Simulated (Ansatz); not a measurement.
A made-up structure of AlBH3, doublet:

```xyz
5
angstrom
B 0.5433 -0.9962 0.6059
Al -0.3161 0.5808 -0.3533
H 0.6306 -0.5948 -0.1738
H -1.9001 0.6743 -0.3832
H 0.6287 1.6580 -1.0354
```

It is relaxed with PBE-D4/def2-SVP and then PBE0-D4/def2-TZVP (Ansatz 0.2.0). Atoms count as bonded within 1.22 times the sum of their covalent radii (H–H: 0.88 Å). The end point is not checked to be a true minimum.

Task: Does its bonding change? (Judge from chemistry; the calculation decides.)

Result: By the calculation: Yes. Formed: none; broken: Al2–H3.

Where it ends: The first stage lowers the energy by 5.30 eV in 13 steps. It ends as AlBH₃ ([BH][AlH2]):
```csv
atom,x (Å),y (Å),z (Å)
B1,0.5047,-0.8538,-0.0237
Al2,-0.4256,0.9159,-0.4102
H3,1.0485,-1.8860,0.2017
H4,-2.0088,0.9744,-0.3178
H5,0.4676,2.1716,-0.7898
```

Labels in which every atom is bracketed show which atoms are joined, not bond orders.

For scale, one of the runs: PBE0-D4/def2-TZVP relaxation, 86 basis functions, launched by `ansatz run in.yaml --threads 2 --pin off --events-out ev --progress --plain --max-ram 4352MiB`. Hardware: 2 CPU threads of an Intel Xeon Platinum 8259CL, shared host. Wall time about 10 s.
